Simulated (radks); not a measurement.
**C⁴⁺ in [He]: an all-electron calculation**

Wanted: eigenvalues, radial structure and energy terms of the carbon ion C4+.

Method: non-relativistic Kohn-Sham, exchange-only B88, spin-polarised, spherical densities, point nucleus. Code: radks (a radial shooting solver on a logarithmic mesh, Libxc functionals) version 1.

## (1) The atom as given

- element: carbon (Z = 6)
- charge: +4
- electrons: 2
- configuration: [He]

Outer shells as boxes (Hund's rule):

C⁴⁺
```
1s [↑↓]
```

## (2) The run

Settings of this run:

```text
Z 6
configuration [He] 2s0 2p0
relativity non-relativistic
functional b88,
spin polarised
nucleus point
```

**Question.** What will this run give?

**Answer**, as computed:

```
                        quantity                    value
                    total energy        -32.33936 hartree
exchange-correlation share of it                  10.81 %
                            −T/E                   1.0000
          highest occupied level           1s, -356.99 eV
    most extended occupied level  1s up, <r> = 0.268 bohr
 radius at density 0.001 e/bohr³                1.06 bohr
    maxima of the radial density                        1
         ionisation energy, NIST       392.09 (theory) eV
```

**Reading.** The radial density shows 1 maxima for 1 occupied principal shells. The ratio −T/E is 1.0000; for a non-relativistic Coulomb system it is 1 up to the kinetic part of correlation. Minus the highest eigenvalue, 356.99 eV, is 91 % of the tabulated ionisation energy (392.09 eV). 
